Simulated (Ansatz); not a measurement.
**Al2H4S: a ladder of functionals and wavefunction methods**

Aim: compute Al2H4S with functionals from several rungs and with coupled cluster, and see how far each lands from CCSD(T) at the basis-set limit for the atomisation energy.

The runs use Ansatz 0.2.0, Gaussian basis; functionals in def2-TZVPP, the program's frozen cores in correlated methods.

Plan: LDA (SPW92), PBE-D4, revPBE-D4, BLYP-D4, r2SCAN-D4, B97M-V, PBE0-D4, B3LYP-D4, r2SCANh-D4, r2SCAN0-D4, HSE06-D4, BHLYP-D4, CAM-B3LYP-D4, LC-ωPBE, ωB97X-V, ωB97M-V, B2PLYP, PBE-QIDH; CCSD(T)/def2-SVP; CCSD(T)/def2-TZVPP; MP2/def2-QZVPP; extrapolation to the limit; RPA on PBE.

## 1. The relaxed structure

All runs share one geometry, relaxed beforehand with PBE0-D4 in a triple-zeta def2 set.

SMILES `[AlH2][S][AlH2]`, 7 atoms, charge 0, spin multiplicity 1.

Atoms are counted from 1 here; the program's logs count them from 0.

Bond lengths: Al1–S2 2.183 Å, Al1–H4 1.581 Å, Al1–H5 1.580 Å, S2–Al3 2.183 Å, Al3–H6 1.580 Å, Al3–H7 1.581 Å. Angles: S2–Al1–H4 120.5°, S2–Al1–H5 116.2°, H4–Al1–H5 123.3°, Al1–S2–Al3 101.4°, S2–Al3–H6 116.2°, S2–Al3–H7 120.5°, H6–Al3–H7 123.3°.

## 2. LDA

This LDA is Slater exchange with PW92 correlation.

File in.yaml:

```yaml
crystal:
  periodic: [false, false, false]
  atoms:
    - {symbol: Al, position_ang: [-1.436677, 0.374549, -0.794594]}
    - {symbol: S, position_ang: [-0.514276, 0.655043, 1.164193]}
    - {symbol: Al, position_ang: [1.409539, -0.337587, 0.881330]}
    - {symbol: H, position_ang: [-0.666336, -0.394292, -1.940672]}
    - {symbol: H, position_ang: [-2.885177, 0.978631, -0.976639]}
    - {symbol: H, position_ang: [2.385223, -0.335273, 2.123999]}
    - {symbol: H, position_ang: [1.769105, -1.009072, -0.503518]}
basis:
  gaussian: {orbitals: def2-TZVPP}
hamiltonian: {xc: lda}
output: {orbitals: {seedname: orbitals}}
```

On the command line:

```
$ ansatz run in.yaml --threads 2 --pin off --events-out ev --progress --plain --max-ram 4352MiB
```

Further steps of the session: PBE-D4 (GGA); revPBE-D4 (GGA); BLYP-D4 (GGA); r2SCAN-D4 (meta-GGA); B97M-V (meta-GGA); PBE0-D4 (hybrid); B3LYP-D4 (hybrid); r2SCANh-D4 (hybrid); r2SCAN0-D4 (hybrid); HSE06-D4 (hybrid); BHLYP-D4 (hybrid); CAM-B3LYP-D4 (range-separated); LC-ωPBE (range-separated); ωB97X-V (range-separated); ωB97M-V (range-separated); B2PLYP (double hybrid); PBE-QIDH (double hybrid); CCSD(T) in def2-SVP; CCSD(T) in def2-TZVPP; MP2 in def2-QZVPP; RPA on PBE orbitals.

Q: Predict the results of all the runs planned. Wanted: atomisation energy, CCSD(T)/CBS; farthest beyond LDA; mean size of error, GGA; mean size of error, meta-GGA; mean size of error, hybrid; mean size of error, range-separated; mean size of error, double hybrid; gap, smallest and largest; T1 diagnostic.

The runs gave:

```
                               quantity                                      value
        atomisation energy, CCSD(T)/CBS                             445.2 kcal/mol
functionals within 2.2 kcal/mol (0.5 %)             r2SCAN-D4, r2SCANh-D4, ωB97M-V
                    farthest beyond LDA                 revPBE-D4 (-17.2 kcal/mol)
                mean size of error, GGA                              13.8 kcal/mol
           mean size of error, meta-GGA                               6.9 kcal/mol
             mean size of error, hybrid                               7.2 kcal/mol
    mean size of error, range-separated                               4.1 kcal/mol
      mean size of error, double hybrid                               9.9 kcal/mol
              gap, smallest and largest  4.47 eV (LDA (SPW92)), 11.16 eV (LC-ωPBE)
                          T1 diagnostic                                     0.0110
triples share of the correlation energy                                      3.8 %
```

LDA overbinds by 36.4 kcal/mol (8 %). PBE-D4 misses by -11.4 kcal/mol. Double hybrids carry the basis error of their MP2 part in triple zeta, and no dispersion term here, so their miss is partly the set-up's. Taken by rung, range-separated functionals do best (4.1 kcal/mol on average) and GGA ones worst beyond LDA (13.8 kcal/mol). The reference freezes the cores and leaves out relativity and excitations past (T), so misses under about 2.2 kcal/mol can't be ranked. Hartree-Fock recovers 76 % of the binding; the rest is correlation. CCSD(T) in def2-SVP is off by -30.8 kcal/mol, which most functionals beat. The gap grows from 4.5 to 11.2 eV across the functionals, mostly with the share of exact exchange.
